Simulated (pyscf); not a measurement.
Single points on ωB97X-D3(BJ)/def2-SVP structures (PySCF, gas phase).

### Question
For the elementary gas-phase step bromomethane (H₃C–Br) + H atom (H•) → •H₂C–Br + hydrogen (H₂) (doublet surface; C–H broken, H–H formed), what barrier and reaction energy does r²SCAN/def2-TZVP give, measured from the separated reactants?

### Answer
ΔE‡ = 5.7 kcal/mol, ΔE = -4.7 kcal/mol. ωB97M-D3(BJ)/def2-TZVP gives 12.4 kcal/mol and -0.4 kcal/mol. Zero-point energy shifts the barrier by -1.6 kcal/mol. It is a hydrogen abstraction, with an imaginary mode of 1488i cm⁻¹. One saddle was located; it need not be the lowest between these sides. The angle at the transferred H is 179°. Elements up to Kr have no core potential and no relativistic terms here.
